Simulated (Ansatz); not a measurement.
`[CH]=C(F)F` radical. The species carries charge 0 and has multiplicity 2. The geometry is a stationary point of PBE0-D4/def2-TZVP.

```xyz
5

C     0.200   -0.902   -0.092
C    -0.258    0.313   -0.016
F    -1.495    0.669   -0.274
F     0.445    1.376    0.332
H     1.107   -1.456    0.050
```

Task: What is the dipole moment at ωB97M-V/def2-TZVPP? (Estimate.)

Result: Computed: 1.22 D, with components (0.89, -0.82, 0.10) D in this frame, pointing from negative to positive charge.

Task: And with PBE, r2SCAN, B3LYP? (Best estimate.)

Result: The calculation gave: PBE 1.04 D, r2SCAN 1.10 D, B3LYP 1.22 D.

Task: Give the Mulliken charges with ωB97M-V, B3LYP, r2SCAN in def2-TZVPP. (Best estimate.)

Result: The calculation gave: 
```tsv
atom	ωB97M-V	B3LYP	r2SCAN
C1	-0.18	-0.21	-0.23
C2	0.34	0.37	0.39
F3	-0.15	-0.16	-0.16
F4	-0.16	-0.16	-0.16
H5	0.15	0.16	0.16
```

B3LYP here is the variant with VWN-RPA as its local correlation; programs differ in this.
